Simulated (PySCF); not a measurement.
PySCF input:

```python
from pyscf import gto, scf, dft

mol = gto.M(
    atom='''
    C     0.89987723   -0.63980222    0.00820165
    C     2.37731719   -0.24900855    0.01729122
    C     0.00782472    0.58561474   -0.00172371
    H     0.66398392   -1.24623472    0.88519130
    H     0.67618002   -1.25155889   -0.86828578
    H     3.01152601   -1.13632650    0.02439659
    Cl   -1.74447778    0.13955873   -0.01255726
    H     2.63841844    0.33933707   -0.86522713
    H     2.62614223    0.34469621    0.89976719
    H     0.15871891    1.20107121    0.88308760
    H     0.17103800    1.19569335   -0.88807143
    ''',
    basis='def2-tzvpd',
    charge=0,
    spin=0,
    verbose=4,
)

mf = dft.RKS(mol, xc='m062x').density_fit(auxbasis='def2-universal-jkfit')
mf.grids.level = 4
mf.conv_tol = 1e-9
mf.max_cycle = 100
mf.max_memory = 1500
mf.kernel()
if not mf.converged:
    mf = mf.newton()
    mf.kernel(mf.make_rdm1())
mf.analyze()
```

**Question.** Predict the final energy.

**Answer.** -578.71680 Eh (M06-2X/def2-TZVPD).
